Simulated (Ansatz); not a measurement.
# BH7OSi: the cost of one run

All numbers below are computed with Ansatz 0.2.0 (RKS PBE0/6-31G*).

## (1) The system as given

Bond lengths: B1–O2 1.425 Å, O2–Si3 1.710 Å, B1–H4 1.142 Å, B1–H5 1.247 Å, B1–H6 1.228 Å, O2–H7 0.994 Å, Si3–H8 1.426 Å, Si3–H9 1.514 Å, Si3–H10 1.509 Å. Angles (14 of 15 angles, heavy atoms first): B1–O2–Si3 105.9°, B1–O2–H7 106.9°, Si3–O2–H7 104.5°, O2–B1–H4 113.3°, O2–B1–H5 109.5°, O2–B1–H6 112.9°, O2–Si3–H8 111.9°, O2–Si3–H9 111.1°, O2–Si3–H10 109.1°, H4–B1–H5 105.6°, H4–B1–H6 111.9°, H5–B1–H6 102.7°, H8–Si3–H9 112.1°, H8–Si3–H10 106.9°.

As a file:

```xyz
10

B    -0.8789    0.6542   -0.5785
O     0.5328    0.4959   -0.4664
Si    0.7778   -0.6542    0.7749
H    -1.4192   -0.3070   -0.8743
H    -1.1349    1.4751   -1.4822
H    -1.3817    1.1768    0.4124
H     0.8385    0.0373   -1.2933
H     0.1910   -1.9140    0.4547
H     0.2996   -0.1261    2.1106
H     2.2582   -0.8891    0.9449
```

## (2) Relaxing the start

The input, input.yaml:

```yaml
crystal:
  periodic: [false, false, false]
  atoms:
    - { symbol: B, position_ang: [-0.8789, 0.6542, -0.5785] }
    - { symbol: O, position_ang: [0.5328, 0.4959, -0.4664] }
    - { symbol: Si, position_ang: [0.7778, -0.6542, 0.7749] }
    - { symbol: H, position_ang: [-1.4192, -0.307, -0.8743] }
    - { symbol: H, position_ang: [-1.1349, 1.4751, -1.4822] }
    - { symbol: H, position_ang: [-1.3817, 1.1768, 0.4124] }
    - { symbol: H, position_ang: [0.8385, 0.0373, -1.2933] }
    - { symbol: H, position_ang: [0.191, -1.914, 0.4547] }
    - { symbol: H, position_ang: [0.2996, -0.1261, 2.1106] }
    - { symbol: H, position_ang: [2.2582, -0.8891, 0.9449] }
basis:
  gaussian: { orbitals: "6-31G*" }
hamiltonian:
  xc: pbe0
relax:
  f_tol: 0.02
  max_steps: 40
```

Started as:

```console
$ ansatz run input.yaml --threads 1 --pin off --max-ram 2048MiB --backend cpu --events-out ev --progress --plain --runs-dir out
```

**Question.** How long does this run take on 1 thread of Arm Neoverse V1, shared host, and how much memory does it need?

About 40 s, with a peak of 0.13 GiB.
